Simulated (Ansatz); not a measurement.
# CH4F: the cost of one run

All numbers below are computed with Ansatz 0.2.0 (UKS PBE-D4/def2-SVP).

## (1) Starting point

Bond lengths: C3–H4 1.077 Å, C3–H5 1.077 Å, C3–H6 1.077 Å. Angles: H4–C3–H5 115.3°, H4–C3–H6 115.3°, H5–C3–H6 115.4°.

As a file:

```xyz
6

H     0.4730   -0.0229   -0.7005
F     1.1367   -0.0780   -1.6981
C    -0.3036    0.0201    0.4529
H     0.3285   -0.4596    1.1810
H    -0.4543    1.0764    0.5980
H    -1.1803   -0.5360    0.1667
```

## (2) Run 1

150 steps of 0.5 fs at constant energy, with velocities drawn for 1000 K.

File input.yaml:

```yaml
crystal:
  periodic: [false, false, false]
  atoms:
    - { symbol: H, position_ang: [0.473, -0.0229, -0.7005] }
    - { symbol: F, position_ang: [1.1367, -0.078, -1.6981] }
    - { symbol: C, position_ang: [-0.3036, 0.0201, 0.4529] }
    - { symbol: H, position_ang: [0.3285, -0.4596, 1.181] }
    - { symbol: H, position_ang: [-0.4543, 1.0764, 0.598] }
    - { symbol: H, position_ang: [-1.1803, -0.536, 0.1667] }
magnetization:
  spin_polarized: true
  initial_magnetization: 1
basis:
  gaussian: { orbitals: def2-SVP }
hamiltonian:
  xc: pbe
  dispersion: d4
md:
  timestep: 0.5
  n_steps: 150
  ensemble: nve
  temperature: 1000.0
  initial_velocities: maxwell_boltzmann
  seed: 800593
```

Launch:

```
$ ansatz run input.yaml --threads 1 --pin off --max-ram 2048MiB --backend cpu --events-out ev --progress --plain --runs-dir out
```

**Question.** How long does this run take on 1 thread of Arm Neoverse V1, shared host, and how much memory does it need?

About 2.8 min, with a peak of 0.098 GiB.
